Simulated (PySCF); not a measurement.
First SCF of a structure search on doublet H2NO, at a hand-made trigonal pyramidal geometry. PySCF input:

```python
from pyscf import gto, scf, dft
mol = gto.M(atom='''
N      0.000000    -0.574980     0.000000
O      0.082050     0.592100    -0.000000
H     -0.651120    -0.704050    -0.787560
H     -0.651140    -0.704070     0.787580''',
    basis={'N': 'def2-TZVP', 'O': 'def2-TZVP', 'H': 'def2-TZVP'},
    charge=0, spin=1)
mf = dft.UKS(mol, xc='PBE0')
mf.grids.atom_grid = (50, 194)
aux = {'N': 'def2-universal-JKFIT', 'O': 'def2-universal-JKFIT', 'H': 'def2-universal-JKFIT'}
mf = mf.density_fit(auxbasis=aux)
mf.conv_tol = 1e-08
mf.diis_space = 10
mf.max_cycle = 60
mf.init_guess = 'minao'
mf.verbose = 4
mf.kernel()
```

Excerpt of the output (cycles alone):

```
init E= -131.395509102654
cycle= 1 E= -130.865396016913  delta_E= 0.53  |g|= 0.465  |ddm|=  1.1
cycle= 2 E= -130.748852192811  delta_E= 0.117  |g|= 0.757  |ddm|= 0.717
cycle= 3 E= -130.950079788279  delta_E= -0.201  |g|= 0.0389  |ddm|= 0.456
cycle= 4 E= -130.950762998095  delta_E= -0.000683  |g|= 0.0306  |ddm|= 0.0482
cycle= 5 E= -130.951122078464  delta_E= -0.000359  |g|= 0.0103  |ddm|= 0.019
cycle= 6 E= -130.95117831053  delta_E= -5.62e-05  |g|= 0.00353  |ddm|= 0.00976
cycle= 7 E= -130.951187065524  delta_E= -8.75e-06  |g|= 0.000651  |ddm|= 0.00417
cycle= 8 E= -130.951187320555  delta_E= -2.55e-07  |g|= 0.000153  |ddm|= 0.000682
cycle= 9 E= -130.951187338305  delta_E= -1.78e-08  |g|= 2.57e-05  |ddm|= 0.00021
cycle= 10 E= -130.951187339239  delta_E= -9.35e-10  |g|= 8.12e-06  |ddm|= 4.83e-05
Extra cycle  E= -130.951187339306  delta_E= -6.7e-11  |g|= 5.66e-06  |ddm|= 1.28e-05
converged SCF energy = -130.951187339306  <S^2> = 0.75349895  2S+1 = 2.0034959
```

No lower solution of this spin was found by a stability analysis within the unrestricted form.

The search for the lowest solution, with the stability check, took 2.3 s on 2 threads of a shared Arm Neoverse V1 host, with 74 basis functions; the process peaked at 0.31 GiB.
